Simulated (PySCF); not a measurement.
## How methods differ on the ionisation energy of B

B [He] 2s2 2p1 (2P) → B⁺ [He] 2s2 (1S), as a difference of total energies. Calculation: PySCF 2.14, in cc-pVTZ-DK (4s3p2d1f, 30 functions); scalar relativity by spin-free X2C-1e. Correlated levels: valence: 1s2 frozen. The calculations carry no spin-orbit coupling.

```csv
method,ionisation energy (eV),error (eV)
UHF,8.035,-0.262
TPSS,8.765,+0.468
PBE,8.666,+0.369
MP2 (valence),8.258,-0.039
SCS-MP2 (valence),8.227,-0.070
CCSD (valence),8.170,-0.127
CCSD(T) (valence),8.206,-0.091
```

Reference: 8.297 eV (measured; NIST levels, between the centres of gravity of the two terms).

Errors of the correlated levels include the incompleteness of this basis and the frozen core.

The coupled-cluster amplitudes are large for B⁺ (T1 above 0.03 or a double amplitude above 0.15), so a single reference is strained.
